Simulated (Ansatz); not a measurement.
C3H5NO can be A, `CC1=C(O)N1`, or B, `COCC#N`.

Computed with Ansatz on PBE0-D4/def2-TZVP structures; ΔE is electronic, products minus reactants. CCSD(T)/CBS adds triple-zeta CCSD(T) − MP2 to the extrapolated MP2 energy (def2 sets, frozen cores). This one scheme is used for every species. Functionals use def2-TZVPP. One conformer a species, not always the lowest.

A:

Z-matrix (Å, degrees):
```
C
C 1 1.456
H 1 1.094 2 112.0
H 1 1.095 2 110.3 3 -120.0
H 1 1.092 2 110.0 3 120.4
C 2 1.272 1 162.6 3 -145.5
N 2 1.586 1 134.9 3 74.7
O 6 1.321 2 152.9 1 25.5
H 7 1.026 2 107.7 1 -93.1
H 8 0.965 6 107.8 2 -170.9
```

B:

```xyz
10

C     1.2110   -0.4289    0.4592
O    -0.0309   -1.0032    0.1171
C    -0.8434   -0.1529   -0.6277
C    -1.2837    1.0296    0.1279
N    -1.6119    1.9543    0.7258
H     1.7734   -0.1411   -0.4385
H     1.7695   -1.1882    1.0041
H     1.0835    0.4525    1.0984
H    -0.3408    0.1995   -1.5406
H    -1.7269   -0.7214   -0.9258
```

**Question.** Which is lower in electronic energy at CCSD(T)/CBS, and by how much? (An estimate is asked.)

**Answer.** Ansatz gave: B, by 54.0 kcal/mol.

**Question.** Give E(B) − E(A) in kcal/mol with PBE-D4, ωB97M-V, PBE0-D4, MP2/def2-TZVPP, B2PLYP, HF/def2-TZVPP, CCSD(T)/def2-TZVPP. (Estimate.)

**Answer.** Ansatz gave: PBE-D4 -44.7, ωB97M-V -52.8, PBE0-D4 -46.9, MP2/def2-TZVPP -55.5, B2PLYP -55.5, HF/def2-TZVPP -66.1, CCSD(T)/def2-TZVPP -56.5. None reverses the order clearly.

**Question.** Does the order hold for the free energy at 298.15 K (harmonic terms from PBE0-D4)? (Estimate.)

**Answer.** Computed: Yes: G(B) − G(A) = -53.0 kcal/mol, for one conformer each.

Largest T1 diagnostic: 0.012.

Leaving LDA and LC-ωPBE aside and taking each functional with its dispersion term where it has one, the values, not all of them listed here, spread over 12.0 kcal/mol, from BHLYP-D4 to PBE-D4. LDA lies +5.9 kcal/mol from PBE without D4. In def2-TZVPP, CCSD(T) changes the Hartree–Fock value by +9.5 kcal/mol (the triples alone add +1.5 kcal/mol) and MP2 by +10.6 kcal/mol.
